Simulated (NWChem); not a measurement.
# Basis-set convergence for ammonia (H3N)

SMILES: N
```xyz
4

N      0.0015     0.1216     0.0000
H     -0.4714    -0.2778     0.8105
H     -0.4714    -0.2778    -0.8105
H      0.9323    -0.2953     0.0000
```
Charge 0, spin multiplicity 1.

Everything below was run with NWChem. Structure: optimised with PBE0/def2-SVP, a minimum by its harmonic frequencies.

Quantity: first vertical ionisation energy at the level G0W0@PBE.

```
basis       functions  first vertical ionisation energy (eV)
----------  ---------  -------------------------------------
def2-SVP           29                                   9.67
def2-SVPD          44                                    ___
def2-TZVPP         73                                    ___
def2-QZVP         147                                    ___
```

**Question.** Complete the blanks.

**Answer.** 
- def2-SVPD, first vertical ionisation energy (eV): 9.89
- def2-TZVPP, first vertical ionisation energy (eV): 10.30
- def2-QZVP, first vertical ionisation energy (eV): 10.40
